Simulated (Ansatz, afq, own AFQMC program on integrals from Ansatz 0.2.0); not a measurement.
Integrals from Ansatz 0.2.0, then the random walk in our own AFQMC program (afq).

```yaml
crystal:
  periodic: [false, false, false]
  atoms:
    - {symbol: B, position_ang: [0.000000, 0.000000, 0.068140]}
    - {symbol: H, position_ang: [0.000000, 0.717784, -0.986606]}
    - {symbol: H, position_ang: [0.000000, 0.000000, 1.242354]}
    - {symbol: H, position_ang: [0.000000, -0.717784, -0.986606]}
basis:
  gaussian: {orbitals: cc-pVDZ}
total_charge: 1
magnetization: {spin_polarized: true, initial_magnetization: 1}
correlation: {method: ccsd_t, electrons: outside_noble_gas, hamiltonian_folder: ham}
```

```sh
$ ansatz run in.yaml --threads 1 --pin off --events-out ev --progress --plain --max-ram 1382MiB
```

Options of the walk:

```
--method phaseless --trial hf --walkers 160 --populations 1 --least-time 40 --time-step 0.005 --steps-per-block 20 --equilibration-blocks 112 --max-blocks 600 --target-error 0.00081 --factor-cut 1e-05 --start spin_pure --seed 3190 --taylor-order 6
```

Times are imaginary, in 1/Eh. The walk had a cap of 532 s.

Log:

```
orbitals 28  electrons 3 2  factors 212 of 262
reference energy -25.97971960 Eh
CCSD correlation -0.08939891 Eh in 10 cycles, weight of the determinant in the CISD state 0.9513
energy of the start -25.979888 Eh
 block  time / (1/Eh)  mean weight  energy / Eh
     1     0.100  1.0002  -25.998031
     2     0.200  1.0018  -26.008957
     3     0.300  1.0004  -26.018526
     4     0.400  1.0015  -26.026429
     5     0.500  1.0011  -26.034920
     8     0.800  1.0003  -26.053738
    13     1.300  1.0002  -26.059164
    49     4.900  0.9999  -26.083616
    73     7.300  1.0000  -26.062341
    85     8.500  0.9993  -26.070379
   121    12.100  1.0003  -26.069005
   157    15.700  0.9997  -26.071971
   193    19.300  1.0010  -26.072917
   229    22.900  0.9995  -26.070347
   265    26.500  0.9997  -26.080233
   301    30.100  0.9996  -26.070024
   337    33.700  1.0003  -26.065591
   373    37.300  0.9989  -26.076477
   409    40.900  1.0006  -26.083475
   445    44.500  1.0005  -26.070525
   469    46.900  1.0012  -26.086018
   481    48.100  1.0010  -26.067052
   505    50.500  0.9987  -26.067669
blocks merged  error / Eh  count
     1  0.000264  400
     2  0.000346  200
     4  0.000454  100
     8  0.000562  50
    16  0.000615  25
    32  0.000778  12
energy -26.072694 +/- 0.000615 Eh
(rows thinned)
```

The run passed its tests (sampling time, drift between the halves within three errors, error under three times the target), which doesn't prove that it has relaxed. The second half of the sampling lies below the first by 2.3 errors of their difference, so the energy may still be moving and its error bar be too small.

Against this walk (error 16.7 meV) on the same determinant: CCSD(T) 63.1 meV higher, CCSDT(Q) 51.7 meV higher, full CI 51.6 meV higher, a separate phaseless walk with a CISD trial and standard settings 53.8 ± 16.8 meV higher. The error is statistical and leaves out the bias of the constraint. The walk lies 52 meV below full CI: a phaseless energy isn't variational.

Cautions: constraint bias not in the error.

The walk took 3.7 min on 1 thread of Arm Neoverse N1, with other jobs on the host. The log's last line is the phaseless energy.

CCSDT and higher add their correlation energy to the determinant of the CCSD(T) run, since their own runs factorise the integrals more tightly (a shift of under 2 meV). A walk keeps the symmetry of its determinant, which the program's search chose and which needn't be the lowest solution, so a lower state of the same spin and another symmetry isn't excluded.
